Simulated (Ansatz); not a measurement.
## Ansatz (development build ahead of 0.2.0) run

```yaml
crystal:
  periodic: [false, false, false]
  atoms:
    - { symbol: H, position_ang: [0.0, 0.0, -1.1167] }
    - { symbol: Cl, position_ang: [0.0, 0.0, 0.06569] }
basis:
  gaussian: { orbitals: cc-pVTZ }
hamiltonian:
  xc: hf
correlation:
  method: mp2
  frozen_orbitals: { Cl: 5, H: 0 }
```

The input is written out in the form of the current development build from the run's settings.

Results

```
Converged                       : yes
Reference energy                : -460.10136 hartree
Correlation energy              : -0.20202 hartree
Total energy                    : -460.30339 hartree
Spin squared of the determinant : 0.000
```
